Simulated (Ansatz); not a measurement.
Geometry optimisation, RKS PBE0-D4/def2-SVP in Ansatz.

Input file:

```yaml
crystal:
  periodic: [false, false, false]
  atoms:
    - { symbol: B, position_ang: [0.075734, 0.590043, -0.135437] }
    - { symbol: O, position_ang: [-0.188825, -0.444727, 2.237715] }
    - { symbol: H, position_ang: [-1.105948, -0.731268, 2.15855] }
    - { symbol: H, position_ang: [1.15609, 0.100503, -0.320714] }
    - { symbol: H, position_ang: [-0.963842, 0.101232, -0.493614] }
    - { symbol: S, position_ang: [-0.064554, 2.328344, 0.496099] }
    - { symbol: H, position_ang: [1.249678, 2.556514, 0.716645] }
    - { symbol: H, position_ang: [-0.266033, 0.527658, 2.361455] }
basis:
  gaussian: { orbitals: def2-SVP }
hamiltonian:
  xc: pbe0
  dispersion: d4
relax:
  f_tol: 0.03
  max_steps: 50
output:
  orbitals: {}
```

Run as:

```bash
$ ansatz run input.yaml --threads 1 --pin off --max-ram 2048MiB --backend cpu --events-out ev --progress --plain --runs-dir out
```

Task: Where does it end, and by what steps?

Result: The forces met the threshold. After 8 steps the energy has fallen by 0.329 eV; O2 moved furthest, 0.49 Å. Joined: B1–O2 (2.60 → 1.71 Å).

| step | energy less start (eV) | largest force component (eV/Å) | accepted |
| --- | --- | --- | --- |
| 0 | 0.0000 | 0.975 | yes |
| 1 | -0.0628 | 1.170 | yes |
| 2 | -0.1938 | 1.237 | yes |
| 3 | -0.2819 | 1.057 | yes |
| 4 | -0.3165 | 0.174 | yes |
| 5 | -0.3262 | 0.128 | yes |
| 6 | -0.3254 | 0.128 | no |
| 7 | -0.3288 | 0.047 | yes |
| 8 | -0.3295 | 0.029 | yes |

```xyz
8
Properties=species:S:1:pos:R:3
B 0.012 0.436 0.233
O -0.133 -0.213 1.805
H -0.976 -0.682 1.872
H 1.071 0.017 -0.168
H -0.997 0.045 -0.317
S -0.076 2.284 0.553
H 1.239 2.519 0.745
H -0.247 0.622 2.299
```

Time of the run: 23 s on 1 thread of Arm Neoverse V1, on a shared host, peak memory 0.14 GiB.
